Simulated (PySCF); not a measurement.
Level of theory: B3LYP-D3(BJ)/def2-TZVP // PBE0-D4/def2-TZVP in PySCF. Gas-phase values, no solvent. B3LYP has the VWN-RPA correlation part, as in Gaussian. Excitations are Tamm–Dancoff values on a coarser integration grid. The basis has no diffuse functions, so Rydberg states are missing or too high.

Reference species (SMILES): `ClC(Cl)(Cl)Cl` (neutral, multiplicity 1).

| Property | Value |
|---|---|
| T1 excitation (TDA) | 5.35 eV |
| LUMO | -1.69 eV |

Changed species: `C(Cl)Cl` (2 of 4 Cl replaced by H; the reference has 0 of 4 Cl replaced by H).

Task: Predict the effect on the T1 excitation (TDA) and LUMO.

Result: the T1 excitation (TDA) rises by 0.88 eV, to 6.23 eV; the LUMO goes up by 1.42 eV, to -0.27 eV.
